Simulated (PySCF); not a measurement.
**Electronic absorption of C3H5N3**

Compound: C₃H₅N₃.
SMILES: `Cn1nccn1`

Level of theory: TDDFT CAM-B3LYP/def2-SVPD, vertical, gas phase, core orbitals frozen in the response (PySCF 2.14.0, density-fitted response routines). Geometry: PBE0-D3(BJ)/def2-SVP; no solvent, vibrations or thermal averaging.

```tsv
state	E (eV)	λ (nm)	f	main configurations (H = HOMO, L = LUMO)
S1	6.53	189.8	0.0000	H-2→L (97%)
S2	6.58	188.3	0.185	H→L (92%)
S3	7.45	166.5	0.0092	H-3→L (87%), H-2→L+3 (11%)
S4	7.49	165.6	0.021	H-1→L (73%), H→L+3 (23%)
S5	7.56	164.0	0.054	H→L+1 (82%), H→L+2 (14%)
S6	8.16	152.0	0.0008	H→L+2 (82%), H→L+1 (12%)
```

The lowest singlet lies at 6.53 eV (190 nm, vacuum ultraviolet) and is dark (f under 0.0005); its leading configuration is HOMO-2→LUMO (97%). The most intense listed level is S2 at 6.58 eV (188 nm, f = 0.185), 0.05 eV above S1. Löwdin shares by element: HOMO carbon 49% or more, nitrogen 32% or more (atoms not listed hold the other 20%); LUMO nitrogen 68%, carbon 11% or more (atoms not listed hold the other 21%). Of the 6 states listed, 3 reach f = 0.01 and 1 stays under 0.0005. Weighted by f, the mean energy of these states is 6.88 eV. Orbital energies (eV): HOMO-3 -10.85, HOMO-2 -10.04, HOMO-1 -9.79, HOMO -8.94, LUMO 0.95, LUMO+1 1.47, LUMO+2 1.98. The window holds the lowest 6 singlets.

The run took 18 s wall on one thread of an Arm Neoverse V2, no GPU, on a shared host, and the process peaked at 0.78 GiB of memory.
